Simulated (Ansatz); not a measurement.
A nudged elastic band was laid between two geometries of AlH4NO + H2 (9 atoms, charge 0, multiplicity 1).

Computed with RKS PBE-D4/def2-SVP in Ansatz 0.2.0.

| Property | Result |
| --- | --- |
| movable images | 5 |
| climbing image | yes |
| spring | 5.0 eV/Å² |
| optimiser | quadratic models (default) |
| start path | through a guess of the saddle point |
| force threshold | 0.05 eV/Å |
| iteration limit | 60 |
| end points | relaxed |

Image 0:

```xyz
9
Properties=species:S:1:pos:R:3
Al -0.076 -0.643 0.041
N 0.023 -0.168 1.762
H -0.801 -0.068 2.359
H 0.868 0.005 2.313
O 1.315 -0.857 -0.946
H 2.234 -0.768 -0.652
H -1.486 -0.883 -0.641
H -0.262 3.162 1.532
H -0.197 2.392 1.543
```

Image 6:

```xyz
9
Properties=species:S:1:pos:R:3
Al -0.127 0.434 -0.050
N -0.062 0.322 2.011
H -0.777 -0.275 2.447
H 0.859 -0.134 2.125
O 1.443 -0.376 -0.079
H 1.905 -0.604 -0.900
H -1.428 -0.446 -0.428
H -0.151 2.026 -0.322
H -0.044 1.223 2.507
```

(1) What changes between the two ends?

(2) Give the energies along the band, and the barrier.

(3) What is the geometry of the highest image?

(4) What are the harmonic wavenumbers there?

## Answers

(1) Bonds broken: H8–H9. Bonds formed: Al1–H8, N2–H9. AlH4NO + H2 becomes AlH6NO.

(2) It converged. The highest image is number 3 of 0 to 6, 58.6 kJ/mol above the first end and 115.0 kJ/mol above the last; the last end lies 56.4 kJ/mol below the first. A vibrational analysis at the climbing image gives one clearly imaginary mode, 1028i cm⁻¹: a first-order saddle point. The orbitals stay closed-shell, which can raise the energy where a bond breaks towards radicals; this wasn't checked here.

```
image  path coordinate (Å)  energy (kJ/mol)  H8–H9 (Å)  Al1–H8 (Å)  N2–H9 (Å)
    0                 0.00              0.0       0.77        4.09       2.58
    1                 1.02              0.8       0.77        3.47       2.62
    2                 2.04              3.8       0.78        2.60       2.44
    3                 3.06             58.6       1.02        1.85       1.42
    4                 3.80            -26.4       1.88        1.65       1.04
    5                 4.54            -51.6       2.68        1.62       1.03
    6                 5.28            -56.4       2.94        1.62       1.03
```

(3) 
```xyz
9
Properties=species:S:1:pos:R:3
Al -0.127 0.051 0.116
N -0.038 0.154 2.033
H -0.817 -0.143 2.634
H 0.842 0.040 2.550
O 1.214 -0.549 -0.781
H 2.155 -0.427 -0.590
H -1.581 -0.232 -0.457
H 0.015 1.870 0.452
H -0.045 1.407 1.355
```

(4) 1028i, 181, 207, 268, 436, 489, 534, 574, 630, 690, 714, 849, 898, 1415, 1457, 1751, 1794, 1920, 3437, 3537, 3844 cm⁻¹.

The run took 2.8 min on 2 threads of Arm Neoverse V2, with other jobs on the host, peak memory 0.14 GiB.
